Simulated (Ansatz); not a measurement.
Input file:

```yaml
crystal:
  periodic: [false, false, false]
  atoms:
    - {symbol: Ga, position_ang: [0.000000, 0.000000, 0.000000]}
    - {symbol: H, position_ang: [0.652504, 0.664105, 1.353869]}
    - {symbol: H, position_ang: [-0.662515, -0.654094, 1.353881]}
    - {symbol: H, position_ang: [-0.654085, 0.652495, -1.358743]}
    - {symbol: H, position_ang: [0.664096, -0.662506, -1.349007]}
basis:
  gaussian: {orbitals: cc-pVDZ}
total_charge: 1
magnetization: {spin_polarized: false, initial_magnetization: 4}
hamiltonian: {pseudopotentials: {relativity: scalar}}
correlation: {method: mp2, electrons: valence}
```

```sh
$ ansatz run in.yaml --threads 1 --pin off --events-out ev --progress --plain --max-ram 2393MiB
```

The program prints:

```
492 factors; integrals over basis functions are off by at most 2.3e-3 eV
mean field evaluation 1: about -52784.6206 eV, gradient 8.4e0 eV
mean field evaluation 2: about -52784.6244 eV, gradient 8.4e0 eV
mean field evaluation 4: about -52785.6688 eV, gradient 8.7e-1 eV
mean field evaluation 8: about -52785.6853 eV, gradient 4.7e-4 eV
mean field evaluation 16: about -52785.6564 eV, gradient 1.4e0 eV
mean field -52785.68534691 eV, -1939.8381570765 hartree, gradient 2.4e-6 eV, S^2 6.000000; 2 other end points of the search recorded, 0 dependent functions left out
mean field evaluation 32: about -52785.8504 eV, gradient 1.3e-3 eV
mean field evaluation 64: about -52785.8241 eV, gradient 8.6e-1 eV
mean field evaluation 96: about -52785.8508 eV, gradient 4.0e-2 eV
9 core orbitals not correlated: weight in the atoms' cores, before any rotation towards them, 1.000 or more for the frozen orbitals, at most 0.000 for the correlated occupied ones
reference -52785.68534691 eV, -1939.8381570765 hartree; 10, 6 occupied and 28, 32 virtual orbitals, 492 factors
second order -2.03008244 eV of doubles, -0.11623653 eV of singles
Total energy: -52787.83166589 eV, -1939.9170328441 hartree
Relativity: scalar
```

Ran on 1 thread of Arm Neoverse V1, shared host: 2.3 s wall, 0.18 GiB peak host memory.
